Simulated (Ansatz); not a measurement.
Geometry optimisation, RKS B3LYP/cc-pVDZ in Ansatz 0.2.0.

Input:

```yaml
crystal:
  periodic: [false, false, false]
  atoms:
    - { symbol: B, position_ang: [0.0, 0.0, 0.0] }
    - { symbol: H, position_ang: [0.0, 0.0, 1.19] }
    - { symbol: C, position_ang: [1.3856, 0.0, -0.8] }
    - { symbol: H, position_ang: [1.7152, -1.0462, -0.9702] }
    - { symbol: H, position_ang: [1.2491, 0.508, -1.7774] }
    - { symbol: H, position_ang: [2.1552, 0.5381, -0.2082] }
    - { symbol: O, position_ang: [-1.2211, 0.0, -0.705] }
    - { symbol: H, position_ang: [-1.7308, -0.8467, -0.4965] }
basis:
  gaussian: { orbitals: cc-pVDZ }
hamiltonian:
  xc: b3lyp
relax:
  f_tol: 0.02
  max_steps: 40
```

Launched with:

```bash
$ ansatz run input.yaml --threads 1 --pin off --max-ram 2048MiB --backend cpu --events-out ev --progress --plain --runs-dir out
```

Question: Where does it end, and by what steps?

Answer: It converged. The force dipped under the threshold on the way, but the program's further checks kept it going. After 8 steps the energy has fallen by 0.622 eV; H8 moved furthest, 0.66 Å.

| step | energy less start (eV) | largest force component (eV/Å) | accepted |
| --- | --- | --- | --- |
| 0 | 0.0000 | 1.960 | yes |
| 1 | -0.2475 | 2.349 | yes |
| 2 | -0.4918 | 1.641 | yes |
| 3 | -0.5860 | 0.997 | yes |
| 4 | -0.6086 | 0.252 | yes |
| 5 | -0.6203 | 0.065 | yes |
| 6 | -0.6219 | 0.037 | yes |
| 7 | -0.6223 | 0.007 | yes |
| 8 | -0.6225 | 0.016 | yes |

```xyz
8
Properties=species:S:1:pos:R:3
B 0.018 -0.220 -0.084
H -0.029 -0.510 1.096
C 1.383 0.019 -0.815
H 2.024 -0.880 -0.734
H 1.273 0.277 -1.880
H 1.951 0.825 -0.313
O -1.141 -0.095 -0.789
H -1.925 -0.263 -0.249
```

Whether the end is a true minimum wasn't checked by a vibrational analysis.

Time of the run: 16 s on 1 thread of Arm Neoverse V2, on a shared host, peak memory 0.13 GiB.
